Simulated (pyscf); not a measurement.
Thermochemistry of product channels of H₃Si–Si•(SiH₃)–SiH₃ + HCl on the doublet surface, in kJ/mol, from ωB97M-D3(BJ)/def2-TZVP energies (ideal gas, 1 atm, RRHO with modes under 100 cm⁻¹ raised to 100, one conformer, R ln 2 for chiral ones without a mode under 150 cm⁻¹). PySCF, gas phase, ωB97X-D3(BJ)/def2-SVP geometries.

```tsv
products	ΔE	ΔH(298 K)	ΔG(600 K)	ΔG(1200 K)
H₃Si–Si•(SiH₃)–SiH₂–Cl + H₂	-71.0	-75.0	-58.8	-46.9
•H₂Si–Si(SiH₃)(SiH₃)–Cl + H₂	-44.8	-52.8	-46.2	-46.0
```

These are energies of the channels, which say nothing of barriers.
